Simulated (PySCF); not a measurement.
Species: 2-fluoro-2-methylbutane, C5H11F.
Atom-mapped SMILES: `[CH3:1][CH2:2][C:3]([CH3:4])([CH3:5])[F:6]` (hydrogens: H7, H8, H9 on C1; H10, H11 on C2; H12, H13, H14 on C4; H15, H16, H17 on C5)

Computed with PBE0-D3(BJ)/def2-SVP geometry optimisation, gas phase (PySCF).

(1) Give the optimised bond lengths and angles.

Results:

(1) 
| bond | length (Å) | order |
| --- | --- | --- |
| C1–C2 | 1.520 | single |
| C2–C3 | 1.528 | single |
| C3–C4, C3–C5 | 1.519 | single |
| C3–F6 | 1.399 | single |
| C1–H7, C1–H8, C1–H9 | 1.100 | single |
| C2–H10, C2–H11 | 1.102 | single |
| C4–H12 and 5 like bonds | 1.099 | single |

Bonds in one row agree within 0.01 Å and their mean is given. Orders are formal, as drawn. A selection of angles:
| angle | degrees |
| --- | --- |
| C2–C1–H7 | 112.3 |
| C2–C1–H9 | 110.3 |
| H7–C1–H8 | 107.4 |
| C1–C2–C3 | 114.7 |
| C1–C2–H10 | 109.4 |
| C1–C2–H11 | 110.8 |
| C3–C2–H10 | 107.0 |
| H10–C2–H11 | 106.3 |
| C2–C3–C4 | 113.3 |
| C2–C3–C5 | 111.2 |
| C2–C3–F6 | 106.8 |
| C4–C3–C5 | 111.6 |
| C4–C3–F6 | 106.7 |
| C3–C4–H12 | 110.7 |
| C3–C4–H13 | 110.1 |
| H12–C4–H13 | 108.0 |
| H12–C4–H14 | 108.6 |

Dihedral angles: C1–C2–C3–C4 58° (synclinal). The mirror-image conformer, all signs reversed, is as good.

Of the pairs four or more bonds apart, F6···H9 is among the closest relative to their van der Waals radii: 2.54 Å, 95 % of the sum of Bondi's values.

Point group: C1 (no symmetry element, even within 0.4 Å). PBE0-D3(BJ)/def2-SVP frequencies: not computed here. The numbers are those of one conformer.

On Intel Xeon 6975P-C, one thread, shared host, this took 25 s of wall time and 0.75 GiB of memory at its peak. That covers the optimisation of the geometry.
